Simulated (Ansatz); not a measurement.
C$_{8}$H$_{18}$ (`CCC(C)(C)C(C)C`), relaxed with RKS PBE0-D4/def2-TZVP in the Gaussian-basis code of Ansatz from a GFN2-xTB geometry. The force threshold is 0.005 eV/Å; the program also tests the step.

The species carries charge 0 and has multiplicity 1.

Start:

```xyz
26

C     1.073   -0.833   -2.092
C     0.163    0.292   -1.610
C     0.151    0.548   -0.087
C     1.545    1.022    0.346
C    -0.839    1.690    0.168
C    -0.229   -0.735    0.699
C    -0.275   -0.524    2.214
C    -1.559   -1.352    0.262
H     1.048   -0.880   -3.179
H     2.102   -0.662   -1.787
H     0.754   -1.798   -1.708
H     0.479    1.218   -2.097
H    -0.855    0.092   -1.948
H     2.254    0.199    0.361
H     1.913    1.780   -0.343
H     1.516    1.465    1.338
H    -1.845    1.418   -0.142
H    -0.540    2.569   -0.400
H    -0.862    1.964    1.219
H     0.560   -1.469    0.502
H    -0.453   -1.478    2.707
H     0.661   -0.124    2.593
H    -1.082    0.149    2.492
H    -2.384   -0.669    0.443
H    -1.554   -1.622   -0.790
H    -1.744   -2.258    0.836
```

(1) How much energy does the relaxation release, and in how many steps? (Best estimate.)

(2) Which bonds change most? (Estimate.)

(3) Give the relaxed structure. (Best estimate.)

Answers

(1) Computed: 0.02 eV, in 6 steps.

(2) Computed: C7–H23 from 1.087 to 1.093 Å; C8–H24 from 1.087 to 1.093 Å; C5–H17 from 1.087 to 1.093 Å; C4–H14 from 1.087 to 1.093 Å.

(3) Computed: 
```xyz
26

C     1.052   -0.849   -2.081
C     0.166    0.288   -1.600
C     0.153    0.557   -0.084
C     1.543    1.029    0.346
C    -0.837    1.693    0.167
C    -0.229   -0.723    0.703
C    -0.273   -0.522    2.214
C    -1.538   -1.355    0.244
H     1.034   -0.911   -3.172
H     2.094   -0.709   -1.782
H     0.724   -1.817   -1.696
H     0.483    1.216   -2.091
H    -0.860    0.114   -1.940
H     2.280    0.224    0.293
H     1.886    1.842   -0.301
H     1.541    1.409    1.369
H    -1.851    1.423   -0.140
H    -0.547    2.577   -0.408
H    -0.866    1.983    1.219
H     0.570   -1.448    0.504
H    -0.457   -1.477    2.712
H     0.661   -0.121    2.610
H    -1.082    0.154    2.505
H    -2.386   -0.685    0.409
H    -1.527   -1.626   -0.813
H    -1.734   -2.268    0.813
```
